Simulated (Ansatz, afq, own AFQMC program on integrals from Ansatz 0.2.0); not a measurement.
## Where AFQMC and coupled cluster stand for BNH, doublet

```yaml
atoms:
  - { symbol: B, position_ang: [0.0000, 0.0000, 0.0386] }
  - { symbol: N, position_ang: [0.0000, 0.0000, -1.1078] }
  - { symbol: H, position_ang: [0.0000, 0.0000, 1.0692] }
```

Connectivity, by distances: BH–N.

Basis 6-31G. Noble-gas cores (and the filled d shells of Ga–Kr and In–Xe) are frozen. Integrals, coupled cluster, full CI and functionals: Ansatz 0.2.0; the random walks run on the same integrals in our own AFQMC program. The CISD trial takes its coefficients from CCSD amplitudes. Released means that phaseless walkers are propagated on without the constraint, phases kept. Free projection: walkers drawn from exp(T), propagated without any constraint. Its projection time is finite, and what remains of the start isn't in its error. Uncertainties: one standard error, sampling alone.

Determinant: UHF, the one that the program's search chose, which needn't be the lowest solution. The geometry is a point of a scan.

Full CI on the same integrals is exact in this basis and with this determinant's frozen core.

Cautions: the search met a lower determinant of the same kind, perhaps of another symmetry (38 meV lower); unrestricted determinant slightly spin contaminated (⟨S²⟩ 0.83 against 0.75); the released energies have errors that jump between times, so the bars are unsure, so no released level is given (meV from the phaseless value at times in 1/Eh: -3 ± 4 at 0.24, -6 ± 3 at 0.51, 5 ± 14 at 0.99, -5 ± 3 at 1.62, -10.2 ± 2.4 at 2.40), though the last usable value meets full CI within the noise.

```
T1 diagnostic                               : 0.0281
weight of the determinant in the CISD state : 0.909
⟨S²⟩ of the determinant                     : 0.828
size of the correlated space                : 9 electrons in 18 orbitals
```

Reference: full CI, correlation energy -4.268 eV.

```json
{"level": "HF", "E − E(reference) (meV)": "4267.8", "share of correlation (%)": "0.00"}
{"level": "MP2", "E − E(reference) (meV)": "653.1", "share of correlation (%)": "84.70"}
{"level": "CCSD", "E − E(reference) (meV)": "152.9", "share of correlation (%)": "96.42"}
{"level": "CCSD(T)", "E − E(reference) (meV)": "31.9", "share of correlation (%)": "99.25"}
{"level": "CCSDT", "E − E(reference) (meV)": "8.5", "share of correlation (%)": "99.80"}
{"level": "CCSDT(Q)", "E − E(reference) (meV)": "-1.1", "share of correlation (%)": "100.03"}
{"level": "CCSDTQ", "E − E(reference) (meV)": "0.7", "share of correlation (%)": "99.98"}
{"level": "ph-AFQMC/HF", "E − E(reference) (meV)": "83.6 ± 24.3", "share of correlation (%)": "98.04"}
{"level": "ph-AFQMC/CISD", "E − E(reference) (meV)": "14.1 ± 4.3", "share of correlation (%)": "99.67"}
{"level": "free AFQMC", "E − E(reference) (meV)": "0.7 ± 2.8", "share of correlation (%)": "99.98"}
```

CCSDT and higher add their correlation energy to the determinant of the CCSD(T) run, since their own runs factorise the integrals more tightly (a shift of under 2 meV). Free projections are given only where their last times agree within the noise and don't stop above the reference; a slow remainder of the start can still hide under it. A walk keeps the symmetry of its determinant, which the program's search chose and which needn't be the lowest solution, so a lower state of the same spin and another symmetry isn't excluded.
